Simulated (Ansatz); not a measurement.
Cartesian coordinates in Å:
```
O -0.5516 2.2149 -0.8255
C -0.2892 1.1607 -0.4321
C -0.0005 0.0003 0.0012
C 0.2891 -1.1606 0.4323
O 0.5522 -2.2153 0.8241
```

Charge 0, multiplicity 1.

Q: List the PBE/def2-TZVPP orbital energies in eV (the Gaussian-basis code of Ansatz). (Best estimate.)

A: Computed: Occupied: -512.42, -512.42, -272.73, -272.72, -269.97, -28.61, -28.60, -20.51, -17.46, -12.99, -12.81, -12.04, -12.04, -11.39, -11.39, -7.21, -7.21. Lowest empty: -2.63, -2.63, 0.64, 1.64, 3.05, 3.05, 3.18, 4.09.
